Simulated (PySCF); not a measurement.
# Atomic charges against the basis set

Species: C₃H₆.
Cartesian coordinates in Å at the PBE0-D3(BJ)/def2-SVP level; atoms count from 1:
```
atom  x, y, z in Å
C1     1.3582    0.0913   -0.2553
C2     0.2776   -0.1076    0.5006
C3    -1.1363   -0.0107    0.0323
H4     1.2719    0.3495   -1.3162
H5     2.3679    0.0038    0.1546
H6     0.4193   -0.3646    1.5586
H7    -1.6908    0.7552    0.6002
H8    -1.1947    0.2451   -1.0360
H9    -1.6723   -0.9620    0.1881
```

The species is `C=CC` (C3H6).

PBE0 throughout (PySCF), one geometry, spherical d and f functions. Geometry: PBE0-D3(BJ)/def2-SVP; no solvent, vibrations or thermal averaging. Atoms taken as equivalent share a column and are averaged.

Mulliken charges (e):

```tsv
basis	functions	C1	C2	C3	H4	H5	H6	H7/H8/H9
STO-3G	21	-0.175	-0.076	-0.240	+0.076	+0.080	+0.077	+0.086
6-31G	39	-0.353	-0.089	-0.547	+0.150	+0.154	+0.156	+0.176
6-31G*	54	-0.389	-0.080	-0.572	+0.162	+0.167	+0.160	+0.184
def2-SVP	72	-0.088	-0.154	-0.040	+0.041	+0.049	+0.039	+0.051
6-311+G(2d,p)	117	-0.339	+0.167	-0.588	+0.108	+0.115	+0.102	+0.145
def2-TZVP	129	-0.290	-0.113	-0.328	+0.118	+0.126	+0.112	+0.125
```

IAO charges (e):

```tsv
basis	functions	C1	C2	C3	H4	H5	H6	H7/H8/H9
STO-3G	21	-0.272	-0.138	-0.402	+0.128	+0.134	+0.131	+0.140
6-31G	39	-0.328	-0.123	-0.438	+0.142	+0.150	+0.141	+0.152
6-31G*	54	-0.316	-0.119	-0.417	+0.137	+0.144	+0.136	+0.145
def2-SVP	72	-0.313	-0.116	-0.407	+0.134	+0.142	+0.134	+0.142
6-311+G(2d,p)	117	-0.336	-0.124	-0.429	+0.143	+0.151	+0.143	+0.151
def2-TZVP	129	-0.335	-0.123	-0.429	+0.143	+0.151	+0.142	+0.150
```

Hirshfeld charges (e):

```csv
basis,functions,C1,C2,C3,H4,H5,H6,H7/H8/H9
STO-3G,21,-0.071,-0.025,-0.034,+0.024,+0.026,+0.021,+0.020
6-31G,39,-0.114,-0.036,-0.096,+0.040,+0.043,+0.042,+0.041
6-31G*,54,-0.113,-0.038,-0.097,+0.040,+0.043,+0.042,+0.041
def2-SVP,72,-0.113,-0.035,-0.110,+0.040,+0.043,+0.042,+0.045
"6-311+G(2d,p)",117,-0.115,-0.044,-0.114,+0.043,+0.044,+0.046,+0.046
def2-TZVP,129,-0.116,-0.041,-0.117,+0.043,+0.045,+0.046,+0.047
```

Problem. Which scheme is steadiest as the basis changes?

Solution. Largest range over the bases for any column: IAO 0.06 e, Hirshfeld 0.08 e, Mulliken 0.55 e. IAO charges move least and Mulliken charges most, counted in e. Without the minimal STO-3G basis the ranges are IAO 0.03, Hirshfeld 0.02, Mulliken 0.55 e.

Problem. How much do the charges still move between the two largest bases, 6-311+G(2d,p) and def2-TZVP?

Solution. At most, over all atoms: Mulliken 0.280 e, IAO 0.001 e, Hirshfeld 0.003 e.

Problem. What do the same runs give for the total energy, the frontier levels and the dipole moment?

Solution. 
```csv
basis,energy (Eh),HOMO (eV),LUMO (eV),μ (D)
STO-3G,-116.3400,-5.60,3.73,0.30
6-31G,-117.7261,-7.10,0.97,0.40
6-31G*,-117.7491,-7.07,0.96,0.37
def2-SVP,-117.6692,-7.28,0.65,0.42
"6-311+G(2d,p)",-117.7875,-7.35,0.26,0.44
def2-TZVP,-117.7961,-7.34,0.41,0.42
```

The dipole is fixed by the density alone, so its range of 0.14 D shows that the density itself changes with the basis, not only its division among atoms.
